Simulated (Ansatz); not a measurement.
A made-up structure of AlBH2Cl, doublet:

```csv
atom,x (Å),y (Å),z (Å)
Al1,-0.8802,0.1626,-1.0196
B2,0.7136,-0.0643,0.3087
Cl3,0.3172,0.8652,-2.7647
H4,-2.3424,0.7850,-0.8809
H5,1.6511,0.6764,0.3682
```

It is relaxed with PBE-D4/def2-SVP and then PBE0-D4/def2-TZVP (Ansatz 0.2.0). Atoms count as bonded within 1.22 times the sum of their covalent radii (H–H: 0.88 Å). The end point is not checked to be a true minimum.

Problem. Does its bonding change? (A judgement: the text doesn't fix the answer.)

Solution. The calculation gives: No: no bond forms or breaks.

Where it ends: The first stage lowers the energy by 0.66 eV in 11 steps. It ends as AlBH₂Cl ([BH][AlH][Cl]):
Al1  (-0.704, 0.535, -1.169)
B2  (0.800, 0.364, 0.191)
Cl3  (-0.076, 0.753, -3.167)
H4  (-2.241, 0.516, -0.821)
H5  (1.681, 0.257, 0.977)
(Å)

Labels in which every atom is bracketed show which atoms are joined, not bond orders.

For scale, one of the runs: PBE0-D4/def2-TZVP relaxation, 117 basis functions, launched by `ansatz run in.yaml --threads 2 --pin off --events-out ev --progress --plain --max-ram 4352MiB`. Hardware: 2 CPU threads of an Arm Neoverse N1, shared host. Wall time about 25 s.
